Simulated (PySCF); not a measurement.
# thiophen-2-ol, C4H4OS

Molfile (atoms numbered from 1):
```
C4H4OS
     RDKit          3D

 10 10  0  0  0  0  0  0  0  0999 V2000
    2.3397   -0.0202   -0.2312 O   0  0  0  0  0  0  0  0  0  0  0  0
    1.0045    0.0727   -0.0651 C   0  0  0  0  0  0  0  0  0  0  0  0
    0.1010   -0.8905   -0.3945 C   0  0  0  0  0  0  0  0  0  0  0  0
   -1.2297   -0.4886   -0.1063 C   0  0  0  0  0  0  0  0  0  0  0  0
   -1.3178    0.7568    0.4300 C   0  0  0  0  0  0  0  0  0  0  0  0
    0.2363    1.4694    0.5952 S   0  0  0  0  0  0  0  0  0  0  0  0
    2.7789    0.7576    0.1222 H   0  0  0  0  0  0  0  0  0  0  0  0
    0.3870   -1.8412   -0.8217 H   0  0  0  0  0  0  0  0  0  0  0  0
   -2.0950   -1.1110   -0.2921 H   0  0  0  0  0  0  0  0  0  0  0  0
   -2.1944    1.3018    0.7416 H   0  0  0  0  0  0  0  0  0  0  0  0
  1  2  1  0
  2  3  2  0
  3  4  1  0
  4  5  2  0
  5  6  1  0
  6  2  1  0
  1  7  1  0
  3  8  1  0
  4  9  1  0
  5 10  1  0
M  END
```

Method: quadratic response CAM-B3LYP/def2-TZVPD first hyperpolarisability, Taylor convention, gas phase in PySCF 2.14.0. Geometry: PBE0-D3(BJ)/def2-TZVP.

Q: Give the tensor of the second harmonic β(−2ω;ω,ω) at 1064 nm in the axes of these coordinates.

A: In au, Taylor convention; rows are the first index (the induced dipole):
|  | xx | yy | zz | xy | xz | yz |
| --- | --- | --- | --- | --- | --- | --- |
| x | +176.1 | +9.8 | +35.5 | -61.7 | -36.3 | -9.9 |
| y | -57.5 | -49.3 | -22.8 | +9.2 | -10.6 | +7.0 |
| z | -34.5 | +6.5 | -48.4 | -10.1 | +35.3 | -21.8 |

Norm of βᵢ = ⅓ Σⱼ (βᵢⱼⱼ + βⱼᵢⱼ + βⱼⱼᵢ): 268.5 au, hyper-Rayleigh value 104.3 au.
